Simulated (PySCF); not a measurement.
# C3H6N2: magnetic properties

Aim: compute the magnetic properties of C3H6N2 (`C=N/N=C\C`).

Computed with PySCF 2.14.0 and routines of our own; the level stands in each step. Atoms count from 0.

## Step 1: The starting structure

11 atoms, charge 0, multiplicity 1; geometry from: GFN2-xTB.

## Step 2: Magnetic properties: GIAO B3LYP/pcSseg-1

The job: settings as JSON, then the geometry in Å.

```
{"job": {"kind": "mag", "xc": "B3LYP", "basis": "pcSseg-1", "isotopologues": 2}, "charge": 0, "multiplicity": 1}
C      2.217746     0.051675     0.025077
N      1.248283     0.069578    -0.782300
N      0.216469     0.826819    -0.807675
C     -0.973781     0.630377    -0.438076
C     -1.481505    -0.537467     0.348343
H      2.251343     0.615962     0.954896
H      3.067405    -0.557894    -0.232112
H     -1.688777     1.388242    -0.729602
H     -0.674172    -1.234496     0.563797
H     -1.919545    -0.194958     1.285561
H     -2.258040    -1.055166    -0.213873
```

Level: GIAO B3LYP/pcSseg-1 magnetisability, rotational g tensor and spin-rotation constants, non-relativistic, gas phase.

On the command line:

```console
> OMP_NUM_THREADS=1 python excited_run.py task.json out
```

This one command runs all jobs of the session in turn.

What it wrote:

```text
coarse grid: 9104 points
cycle   1  E = -227.2771819391  dE =  6.875e-01  |g| = 3.179e-01  |ddm| = 2.955e+00
cycle   2  E = -227.2803832983  dE = -3.201e-03  |g| = 2.985e-01  |ddm| = 5.843e-01
cycle   3  E = -227.3023388254  dE = -2.196e-02  |g| = 6.071e-02  |ddm| = 2.753e-01
cycle   4  E = -227.3027180355  dE = -3.792e-04  |g| = 4.226e-02  |ddm| = 6.000e-02
cycle   5  E = -227.3031080501  dE = -3.900e-04  |g| = 7.252e-03  |ddm| = 3.429e-02
cycle   6  E = -227.3031193838  dE = -1.133e-05  |g| = 2.135e-03  |ddm| = 7.381e-03
cycle   7  E = -227.3031204211  dE = -1.037e-06  |g| = 6.976e-04  |ddm| = 2.332e-03
final grid: 87840 points
cycle   8  E = -227.3413792096  dE = -2.122e-05  |g| = 5.501e-03  |ddm| = 1.557e-02
cycle   9  E = -227.3413725223  dE =  6.687e-06  |g| = 7.755e-03  |ddm| = 1.089e-02
cycle  10  E = -227.3413854476  dE = -1.293e-05  |g| = 2.447e-03  |ddm| = 6.993e-03
cycle  11  E = -227.3413867878  dE = -1.340e-06  |g| = 2.156e-04  |ddm| = 1.691e-03
cycle  12  E = -227.3413867953  dE = -7.538e-09  |g| = 1.155e-04  |ddm| = 2.617e-04
cycle  13  E = -227.3413867986  dE = -3.309e-09  |g| = 3.179e-05  |ddm| = 1.253e-04
cycle  14  E = -227.3413867989  dE = -2.423e-10  |g| = 7.151e-06  |ddm| = 3.053e-05
converged SCF energy = -227.3413867989

Magnetisability tensor (1e-30 J/T^2)
     -517.19      -70.44       12.75
      -70.44     -696.06       13.61
       12.75       13.61     -654.14
isotropic -622.47   principal values    -724.61   -650.37   -492.42
isotropic susceptibility -37.486 1e-6 cm^3/mol

Inertial axes            a          b          c
rot. const./GHz     13.3377     3.3647     2.8943
chi total           -31.831    -40.785    -39.842
chi diamagnetic    -159.552   -434.896   -495.177
chi paramagnetic    127.722    394.111    455.336
quadrupole/D A        5.911     -3.355     -2.555
g nuclear            0.6470     0.6071     0.6035
g electronic        -0.8003    -0.6230    -0.6191
g total             -0.1533    -0.0159    -0.0156

Spin-rotation constants (kHz, H = +C I.J)
atom  isotope        aa         bb         cc
  1    14N        3.652      0.493      0.582
  2    14N        3.845      0.712      0.296
  5     1H       -1.264     -0.329      0.213
  6     1H        0.301     -0.278     -0.170
  7     1H       -0.277     -0.005     -0.267
  8     1H       -0.620     -0.127     -0.307
  9     1H       -1.038     -0.328     -0.068
 10     1H       -0.527     -0.377     -0.133
  0    13C*       4.124      0.718      1.017
  3    13C*       4.792      1.228      0.581
  4    13C*       2.276      0.436      0.367
* in the singly substituted isotopologue

Isotopologues: g along a, b, c
2H    at 5,6,7,8,9,10      -0.1203    -0.0132    -0.0133
13C   at 0                 -0.1529    -0.0153    -0.0152
```

Run time: 7.8 s. Hardware: 1 thread of Arm Neoverse V1, shared host; peak memory 0.51 GiB.

From this job:

| quantity | value |
| --- | --- |
| magnetisability | -622·10⁻³⁰ J/T² |
| molar susceptibility | -37.5·10⁻⁶ cm³/mol |
| rotational g (a, b, c) | -0.1533, -0.0159, -0.0156 |

## Step 3: Magnetic properties: GIAO KT3/MINI

The job, as its differences from that of step 2:

```diff
@@ -1,2 +1,2 @@
-{"job": {"kind": "mag", "xc": "B3LYP", "basis": "pcSseg-1", "isotopologues": 2}, "charge": 0, "multiplicity": 1}
+{"job": {"kind": "mag", "xc": "KT3", "basis": "MINI"}, "charge": 0, "multiplicity": 1}
 C      2.217746     0.051675     0.025077
```

Method: GIAO KT3/MINI magnetisability, rotational g tensor and spin-rotation constants, non-relativistic, gas phase.

What it wrote:

```text
coarse grid: 9104 points
cycle   1  E = -228.9603885773  dE =  9.109e-01  |g| = 1.560e-01  |ddm| = 5.113e+00
cycle   2  E = -228.9460146729  dE =  1.437e-02  |g| = 2.699e-01  |ddm| = 8.601e-01
cycle   3  E = -228.9678854627  dE = -2.187e-02  |g| = 1.084e-01  |ddm| = 5.787e-01
cycle   4  E = -228.9714975317  dE = -3.612e-03  |g| = 2.178e-02  |ddm| = 1.947e-01
cycle   5  E = -228.9716618423  dE = -1.643e-04  |g| = 3.507e-03  |ddm| = 4.244e-02
cycle   6  E = -228.9716657820  dE = -3.940e-06  |g| = 1.657e-03  |ddm| = 1.045e-02
final grid: 87840 points
cycle   7  E = -228.9601492970  dE = -2.552e-05  |g| = 6.766e-03  |ddm| = 3.866e-02
cycle   8  E = -228.9600755650  dE =  7.373e-05  |g| = 1.599e-02  |ddm| = 4.088e-02
cycle   9  E = -228.9601647782  dE = -8.921e-05  |g| = 2.918e-03  |ddm| = 3.002e-02
cycle  10  E = -228.9601672904  dE = -2.512e-06  |g| = 9.088e-04  |ddm| = 5.785e-03
cycle  11  E = -228.9601676424  dE = -3.519e-07  |g| = 1.193e-04  |ddm| = 2.074e-03
cycle  12  E = -228.9601676474  dE = -5.052e-09  |g| = 2.368e-05  |ddm| = 2.330e-04
cycle  13  E = -228.9601676476  dE = -1.432e-10  |g| = 1.088e-05  |ddm| = 4.269e-05
converged SCF energy = -228.9601676476

Magnetisability tensor (1e-30 J/T^2)
     -662.45      -63.44       19.74
      -63.44     -820.88       14.49
       19.74       14.49     -795.95
isotropic -759.76   principal values    -850.73   -789.60   -638.95
isotropic susceptibility -45.754 1e-6 cm^3/mol

Inertial axes            a          b          c
rot. const./GHz     13.3377     3.3647     2.8943
chi total           -40.609    -48.815    -47.837
chi diamagnetic    -166.713   -443.026   -503.423
chi paramagnetic    126.103    394.211    455.586
quadrupole/D A        4.747     -2.872     -1.875
g nuclear            0.6470     0.6071     0.6035
g electronic        -0.7902    -0.6231    -0.6195
g total             -0.1432    -0.0161    -0.0159

Spin-rotation constants (kHz, H = +C I.J)
atom  isotope        aa         bb         cc
  1    14N        2.998      0.380      0.374
  2    14N        3.386      0.473      0.187
  5     1H       -1.436     -0.390      0.153
  6     1H        0.100     -0.341     -0.221
  7     1H       -0.507     -0.068     -0.323
  8     1H       -0.776     -0.214     -0.365
  9     1H       -1.253     -0.405     -0.097
 10     1H       -0.748     -0.451     -0.160
  0    13C*       2.656      0.450      0.670
  3    13C*       2.888      0.755      0.300
  4    13C*       1.489      0.282      0.210
* in the singly substituted isotopologue
```

Run time: 3.3 s. Hardware: 1 thread of Arm Neoverse V1, shared host; peak memory 0.46 GiB.

From this job:

| quantity | value |
| --- | --- |
| magnetisability | -760·10⁻³⁰ J/T² |
| molar susceptibility | -45.8·10⁻⁶ cm³/mol |
| rotational g (a, b, c) | -0.1432, -0.0161, -0.0159 |

## Step 4: Magnetic properties: GIAO OLYP/6-31G*

The job, as its differences from that of step 3:

```diff
@@ -1,2 +1,2 @@
-{"job": {"kind": "mag", "xc": "KT3", "basis": "MINI"}, "charge": 0, "multiplicity": 1}
+{"job": {"kind": "mag", "xc": "OLYP", "basis": "6-31G*", "scf": {"level_shift": 0.2}}, "charge": 0, "multiplicity": 1}
 C      2.217746     0.051675     0.025077
```

Method: GIAO OLYP/6-31G* magnetisability, rotational g tensor and spin-rotation constants, non-relativistic, gas phase.

What it wrote:

```text
final grid: 87840 points
cycle   1  E = -227.2541484839  dE =  5.726e-01  |g| = 2.917e-01  |ddm| = 3.215e+00
cycle   2  E = -227.2639863331  dE = -9.838e-03  |g| = 2.769e-01  |ddm| = 6.249e-01
cycle   3  E = -227.2800713748  dE = -1.609e-02  |g| = 6.628e-02  |ddm| = 1.918e-01
cycle   4  E = -227.2810461579  dE = -9.748e-04  |g| = 2.120e-02  |ddm| = 6.325e-02
cycle   5  E = -227.2811618856  dE = -1.157e-04  |g| = 4.356e-03  |ddm| = 2.505e-02
cycle   6  E = -227.2811672181  dE = -5.332e-06  |g| = 1.884e-03  |ddm| = 5.899e-03
cycle   7  E = -227.2811677521  dE = -5.340e-07  |g| = 1.111e-03  |ddm| = 1.715e-03
cycle   8  E = -227.2811680139  dE = -2.617e-07  |g| = 3.562e-04  |ddm| = 9.290e-04
cycle   9  E = -227.2811680436  dE = -2.974e-08  |g| = 1.035e-04  |ddm| = 3.156e-04
cycle  10  E = -227.2811680465  dE = -2.887e-09  |g| = 2.675e-05  |ddm| = 9.483e-05
cycle  11  E = -227.2811680467  dE = -2.441e-10  |g| = 9.436e-06  |ddm| = 3.098e-05
level shift removed, Fock matrix diagonalised once more
converged SCF energy = -227.2811680467

Magnetisability tensor (1e-30 J/T^2)
     -513.26      -66.36       12.29
      -66.36     -685.15       11.26
       12.29       11.26     -646.82
isotropic -615.08   principal values    -711.13   -643.89   -490.21
isotropic susceptibility -37.041 1e-6 cm^3/mol

Inertial axes            a          b          c
rot. const./GHz     13.3377     3.3647     2.8943
chi total           -31.559    -40.127    -39.436
chi diamagnetic    -157.493   -433.755   -493.950
chi paramagnetic    125.933    393.627    454.514
quadrupole/D A        4.920     -2.787     -2.132
g nuclear            0.6470     0.6071     0.6035
g electronic        -0.7891    -0.6222    -0.6180
g total             -0.1421    -0.0151    -0.0145

Spin-rotation constants (kHz, H = +C I.J)
atom  isotope        aa         bb         cc
  1    14N        2.998      0.411      0.495
  2    14N        3.193      0.609      0.258
  5     1H       -1.292     -0.333      0.194
  6     1H        0.225     -0.291     -0.180
  7     1H       -0.298     -0.020     -0.276
  8     1H       -0.661     -0.134     -0.315
  9     1H       -1.080     -0.340     -0.071
 10     1H       -0.563     -0.392     -0.135
  0    13C*       3.570      0.637      0.877
  3    13C*       4.193      1.042      0.516
  4    13C*       1.988      0.393      0.336
* in the singly substituted isotopologue
```

Run time: 7.5 s. Hardware: 1 thread of Arm Neoverse V1, shared host; peak memory 0.56 GiB.

From this job:

| quantity | value |
| --- | --- |
| magnetisability | -615·10⁻³⁰ J/T² |
| molar susceptibility | -37.0·10⁻⁶ cm³/mol |
| rotational g (a, b, c) | -0.1421, -0.0151, -0.0145 |

## Step 5: The levels compared

| level | ξ (10⁻³⁰ J/T²) | g(a) | g(b) | gap (eV) | functions | time |
| --- | --- | --- | --- | --- | --- | --- |
| GIAO B3LYP/pcSseg-1 | -622 | -0.1533 | -0.0159 | 6.22 | 115 | 7.8 s |
| GIAO KT3/MINI | -760 | -0.1432 | -0.0161 | 4.73 | 31 | 3.3 s |
| GIAO OLYP/6-31G* | -615 | -0.1421 | -0.0151 | 4.59 | 82 | 7.5 s |

## Step 6: What came out

| quantity | value |
| --- | --- |
| magnetisability (step 2, GIAO B3LYP/pcSseg-1) | -622·10⁻³⁰ J/T² |
| molar susceptibility (step 2, GIAO B3LYP/pcSseg-1) | -37.5·10⁻⁶ cm³/mol |
| rotational g (a, b, c) (step 2, GIAO B3LYP/pcSseg-1) | -0.1533, -0.0159, -0.0156 |
| magnetisability over the levels | -622 to -615·10⁻³⁰ J/T² |

In words: GIAO KT3/MINI has a minimal basis, so it is left out of the spread where two other levels stand. The magnetisability spreads by 1.2 % over 2 levels of like cost. Two levels can agree by chance, so this spread shows no convergence. Vibrational averaging and real surroundings are missing from these values.
